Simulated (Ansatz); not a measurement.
Relaxation of H2N2Si (5 atoms, charge 0, multiplicity 1), to a largest force component of 0.02 eV/Å in at most 50 steps.

Computed with Ansatz, UKS PBE/6-31G*.

```xyz
5
Properties=species:S:1:pos:R:3:forces:R:3
N -1.234 -1.766 1.228 -0.79 -1.13 0.79
Si -0.460 -0.658 0.457 0.46 0.66 -0.46
N 0.377 0.548 -0.376 0.15 0.23 -0.15
H 1.256 0.933 -0.059 0.36 0.12 0.18
H 0.061 0.943 -1.250 -0.19 0.13 -0.37
```

Task: Where does it end, and by what steps?

Result: It converged. After 12 steps the energy has fallen by 0.039 eV; N3 moved furthest, 0.15 Å.

```json
{"step": "0", "energy less start (eV)": "0.0000", "largest force component (eV/Å)": "1.133", "accepted": "yes"}
{"step": "1", "energy less start (eV)": "-0.0277", "largest force component (eV/Å)": "0.520", "accepted": "yes"}
{"step": "2", "energy less start (eV)": "-0.0356", "largest force component (eV/Å)": "0.055", "accepted": "yes"}
{"step": "3", "energy less start (eV)": "-0.0357", "largest force component (eV/Å)": "0.032", "accepted": "yes"}
{"step": "4", "energy less start (eV)": "-0.0198", "largest force component (eV/Å)": "0.737", "accepted": "no"}
{"step": "5", "energy less start (eV)": "-0.0357", "largest force component (eV/Å)": "0.020", "accepted": "yes"}
{"step": "6", "energy less start (eV)": "-0.0344", "largest force component (eV/Å)": "0.320", "accepted": "no"}
{"step": "7", "energy less start (eV)": "-0.0365", "largest force component (eV/Å)": "0.066", "accepted": "yes"}
{"step": "8", "energy less start (eV)": "-0.0370", "largest force component (eV/Å)": "0.151", "accepted": "yes"}
{"step": "9", "energy less start (eV)": "-0.0365", "largest force component (eV/Å)": "0.422", "accepted": "no"}
{"step": "10", "energy less start (eV)": "-0.0388", "largest force component (eV/Å)": "0.032", "accepted": "yes"}
{"step": "11", "energy less start (eV)": "-0.0393", "largest force component (eV/Å)": "0.035", "accepted": "yes"}
{"step": "12", "energy less start (eV)": "-0.0394", "largest force component (eV/Å)": "0.009", "accepted": "yes"}
```

```xyz
5
Properties=species:S:1:pos:R:3
N -1.238 -1.802 1.231
Si -0.459 -0.656 0.456
N 0.320 0.669 -0.317
H 1.290 0.890 -0.086
H 0.086 0.899 -1.284
```

Run time: 23 s on 1 CPU thread of a shared host.
